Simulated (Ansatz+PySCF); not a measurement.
Values are calculated unless marked as measured or tabulated.
**Several solutions for singlet Li₂**

```xyz
2

Li    0.0000    0.0000   -2.9265
Li    0.0000    0.0000    2.9265
```

Basis set: 6-31G (spherical functions). Charge 0, multiplicity 1.

PBE0 (unrestricted) was run from several starts with Ansatz (development build ahead of 0.2.0) and PySCF 2.14.0.

| run | program | start | converged | energy (hartree) | <S²> |
| --- | --- | --- | --- | --- | --- |
| A | Ansatz | atomic start, no search | yes | -14.91198 | 0.00 |
| B | Ansatz | search for the lowest state | yes | -14.93173 | 0.97 |
| C | PySCF | program defaults | yes | -14.91198 | 0.00 |
| D | Ansatz | stability test followed | yes | -14.93173 | 0.97 |

(1) Which runs reached the lowest solution of this kind, and what is wrong with the others?

## Answers

(1) B, D reached the lowest solution found. Converged but too high: A by 0.54 eV, C by 0.54 eV. Convergence only shows a stationary point, and even a stable one can lie too high; stability tests and further starts are what find lower ones. Caution: the unrestricted determinant is a mixture of spin states.
